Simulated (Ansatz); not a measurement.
Z-matrix (Å, degrees):
```
Si
Cl 1 2.077
Cl 1 2.077 2 101.3
```

Total charge 0; spin multiplicity 1.

(1) List the ωB97M-V/def2-TZVPP orbital energies in eV (Ansatz). (Best estimate.)

## Answers

(1) Computed: Occupied: -2772.19, -2772.19, -1809.34, -262.59, -262.59, -200.03, -200.03, -199.97, -199.97, -199.93, -199.93, -150.11, -104.27, -104.20, -104.13, -26.44, -25.69, -16.84, -13.77, -12.97, -12.79, -11.87, -11.41, -9.79. Lowest empty: -0.82, 1.82, 2.23, 5.40, 5.82, 6.15, 6.30, 7.29.
